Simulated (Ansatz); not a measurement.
# SiNH (singlet): the correlation ladder at distance Si1–N2 = 4.137 Å, 6-31G

How much of the correlation energy of SiNH (singlet) does each wave-function method recover here?

Method: 6-31G, core rule «outside noble gas», up to 6 orbitals frozen; program: Ansatz 0.2.0, Gaussian basis.

The runs, in order: UHF; CCSD(T) on RHF; CCSD(T) on UHF; BCCD(T) on RHF; CISD; CCSDT(Q) on RHF; CCSDT(Q) on UHF; CISDTQ; CCSDTQ on RHF; CASSCF and MRCISD+Q, 2 electrons in 2 orbitals; CASSCF and NEVPT2, 2 electrons in 2 orbitals; CASSCF and MRCISD+Q, 10 electrons in 9 orbitals; CASSCF and NEVPT2, 10 electrons in 9 orbitals; Full CI.

19 further runs of the same task are left out: 18 that didn't finish, 1 set aside as unsound or not needed.

### Step 1. What is computed

The geometry derives from a PBE0/def2-TZVP stationary point (not a proven minimum). One bond is set to the value named and the two fragments are kept rigid.

3 atoms, charge 0, spin multiplicity 1.

Atoms are counted from 1 here; the program's logs count them from 0.

Bond lengths: N2–H3 1.000 Å.

Geometry (Å):

```
atom    x (Å)    y (Å)     z (Å)
 Si1  0.00000  0.00000   3.09120
  N2  0.00000  0.00000  -1.04580
  H3  0.00000  0.00000  -2.04541
```

### Step 2. UHF

Input file in.yaml:

```yaml
crystal:
  periodic: [false, false, false]
  atoms:
    - {symbol: Si, position_ang: [0.000000, 0.000000, 3.091205]}
    - {symbol: N, position_ang: [0.000000, 0.000000, -1.045795]}
    - {symbol: H, position_ang: [0.000000, 0.000000, -2.045411]}
basis:
  gaussian: {orbitals: 6-31G}
magnetization: {spin_polarized: true, initial_magnetization: 0}
hamiltonian: {xc: hf}
output: {orbitals: {seedname: orbitals}}
```

The run is started by

```console
$ ansatz run in.yaml --threads 1 --pin off --events-out ev --progress --plain --max-ram 2393MiB
```

Further steps of the session: CCSD(T) on RHF; CCSD(T) on UHF; BCCD(T) on RHF; CISD; CCSDT(Q) on RHF; CCSDT(Q) on UHF; CISDTQ; CCSDTQ on RHF; CASSCF and MRCISD+Q, 2 electrons in 2 orbitals; CASSCF and NEVPT2, 2 electrons in 2 orbitals; CASSCF and MRCISD+Q, 10 electrons in 9 orbitals; CASSCF and NEVPT2, 10 electrons in 9 orbitals; Full CI.

Before running them: what should the planned runs give, taken together? Wanted: FCI below the RHF energy; RMP2 from FCI; UMP2 from FCI; RCCSD from FCI; RCCSD(T) from FCI; UCCSD(T) from FCI; RCCSDT(Q) from FCI; UCCSDT(Q) from FCI; NEVPT2 valence from FCI.

As calculated:

```
                         quantity                                                 value
         FCI below the RHF energy                                            -7.0114 eV
                    RMP2 from FCI                                           -7201.7 meV
                    UMP2 from FCI                                            +597.7 meV
                   RCCSD from FCI                                            -168.1 meV
                RCCSD(T) from FCI                                           -3124.2 meV
                UCCSD(T) from FCI                                              +6.0 meV
               RCCSDT(Q) from FCI                                           +3970.2 meV
               UCCSDT(Q) from FCI                                              -0.8 meV
          NEVPT2 valence from FCI                                            +431.5 meV
        MRCISD+Q valence from FCI                                              +3.3 meV
levels within 1 kcal/mol (43 meV)  UCCSD, UCCSD(T), UCCSDT, UCCSDT(Q), MRCISD+Q valence
                    T1 diagnostic                                                 0.071
   effectively unpaired electrons                                                  4.02
```

RCCSD(T) lands -3124.2 meV from the yardstick (44.6 % of the correlation energy). CCSD(T) misses by -3124.2 meV on the restricted determinant and by +6.0 meV on the unrestricted one; the two need not hold the same state or core. RMP2, RCCSD, RCCSD(T), BCCD(T), RCCSDT, RCCSDTQ fall below full CI, which methods that aren't variational can do. With 4.0 effectively unpaired electrons against 0 the state is strongly multireference. Of the multireference levels listed MRCISD+Q valence comes nearest in total energy (+3.3 meV), which doesn't show that its space is the better one. Coupled cluster took another determinant than the lowest Hartree-Fock one. These misses are within one basis, not against nature.
